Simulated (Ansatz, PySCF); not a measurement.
Reaction: ClF (SMILES ClF) → ClF+ (parent SMILES FCl, doublet) + e-
Each species at its own B3LYP-D3(BJ)/def2-TZVP minimum (Ansatz, a program for electronic structure).

Quantity: adiabatic ionisation energy (0 K, zero-point energies from PySCF's Hessians at B3LYP-D3(BJ)/def2-TZVP), in eV. Radicals and triplets start from unrestricted determinants; spin-orbit coupling is neglected. CBS(X,Y): correlation extrapolated as X^-3, Hartree-Fock from the larger set (Q,5: extrapolated as (X+1)exp(-9√X)). A bracket is a step between two methods taken in the basis named. The functionals are non-relativistic, so their misses hold any scalar relativity. Double hybrids freeze cores in their MP2 part. '+ core + X2C': CCSD(T) terms for core correlation (cc-pwCVTZ, 1s frozen past Ne) and scalar relativity (cc-pVTZ-DK).

Measured: 12.66 eV (CCCBDB table in ASE).

Question: How far off this value is PBE/def2-TZVPD (Ansatz), in which direction, and which of these levels come nearer: r2SCAN/def2-TZVPD, B3LYP/def2-TZVPD, PBE0/def2-TZVPD, wB97M-V/def2-TZVPD, B2PLYP/def2-TZVPD, CCSD(T)/CBS(cc-pV(Q+d)Z,cc-pV(5+d)Z) + core + X2C?

Answer: PBE gives 12.36 eV, 0.30 eV below it. Errors of the others: r2SCAN/def2-TZVPD (Ansatz) -0.22; B3LYP/def2-TZVPD (Ansatz) -0.06; PBE0/def2-TZVPD (Ansatz) -0.16; wB97M-V/def2-TZVPD (Ansatz) -0.10; B2PLYP/def2-TZVPD (Ansatz) -0.14; CCSD(T)/CBS(cc-pV(Q+d)Z,cc-pV(5+d)Z) + core + X2C (Ansatz) 0.05; CCSD(T)/CBS(cc-pV(Q+d)Z,cc-pV(5+d)Z) + [CCSDT(Q) - CCSD(T)]/cc-pV(T+d)Z + [CCSDTQ - CCSDT(Q)]/cc-pV(D+d)Z + core + X2C (Ansatz) 0.04 eV. Nearer than PBE: r2SCAN/def2-TZVPD, B3LYP/def2-TZVPD, PBE0/def2-TZVPD, wB97M-V/def2-TZVPD, B2PLYP/def2-TZVPD, CCSD(T)/CBS(cc-pV(Q+d)Z,cc-pV(5+d)Z) + core + X2C, CCSD(T)/CBS(cc-pV(Q+d)Z,cc-pV(5+d)Z) + [CCSDT(Q) - CCSD(T)]/cc-pV(T+d)Z + [CCSDTQ - CCSDT(Q)]/cc-pV(D+d)Z + core + X2C.
